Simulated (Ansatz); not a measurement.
**Diamond**

Calculation: PBE-D3(BJ) (Ansatz, a program for electronic structure, PAW).

Settings: plane-wave cutoff 520 eV, 16×16×16 k mesh, Fermi–Dirac smearing 0.01 eV, scalar-relativistic PAW data made under PBE.

Cell: relaxed at this level.

```json
{
 "volume_per_atom": "5.63 Å³/atom",
 "bulk_modulus": "442 GPa",
 "lattice_parameter_a": "3.557 Å",
 "band_gap": "4.16 eV (indirect)",
 "smallest_direct_gap_on_the_k_points_sampled": "5.62 eV",
 "width_of_the_whole_s_p_valence_band": "21.59 eV",
 "pressure derivative B′ of the bulk modulus": "3.7"
}
```

Measured, for comparison: equilibrium volume per atom 5.61 Å³/atom (static lattice: zero-point anharmonic expansion removed; as tabulated in Mejia-Rodriguez and Trickey (2018), arXiv:1807.09216); bulk modulus 455 GPa (0 K value with the zero-point phonon effect removed; as tabulated in Mejia-Rodriguez and Trickey (2018), arXiv:1807.09216); lattice constant a 3.553 Å (static lattice: zero-point anharmonic expansion removed, our sources range from 3.543 to 3.555; as tabulated in Mejia-Rodriguez and Trickey (2018), arXiv:1807.09216). Computed (rounded) less measured: equilibrium volume per atom +0.4 %, bulk modulus -3 %, lattice constant a +0.1 % (+0.1 % to +0.4 % over the range).

Static lattice: no zero-point or thermal effects.
